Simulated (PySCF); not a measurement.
# F2H2Si: the cost of one run

The runs use PySCF 2.14.0, with density-fitted response routines of our own; the level of theory stands in each step. All values are computed, except where a source is named. Atoms are numbered from 0 throughout.

### Step 1. The molecule as given

5 atoms, charge 0, multiplicity 1; geometry from: GFN2-xTB. The atoms were then displaced at random by about 0.01 Å, so the start is not that level's minimum.

Bonds of the start (Å): F0–Si1 1.59, Si1–F2 1.58, Si1–H3 1.44, Si1–H4 1.45.

### Step 2. Relaxing the molecule at PBE0-D3(BJ)/def2-SVP

The job: settings as JSON, then the geometry in Å.

```
{"job": {"xc": "PBE0", "basis": "def2-SVP", "d3": "d3bj", "grid": 1, "shake": 0.01, "kind": "geom"}, "charge": 0, "multiplicity": 1}
F     -1.183460    -0.957060    -0.098230
Si    -0.009120     0.106560     0.009080
F      1.267150    -0.814630    -0.144960
H      0.022360     0.655810     1.344510
H     -0.063360     0.975350    -1.148290
```

The run is started by

```console
OMP_NUM_THREADS=1 python probes_run.py task.json out
```

This one command runs all jobs of the session in turn.

**Question.** How long does this first job take on 1 thread of Arm Neoverse V1, shared host, and how much memory does it need?

About 4.3 s, with a peak of 0.27 GiB.
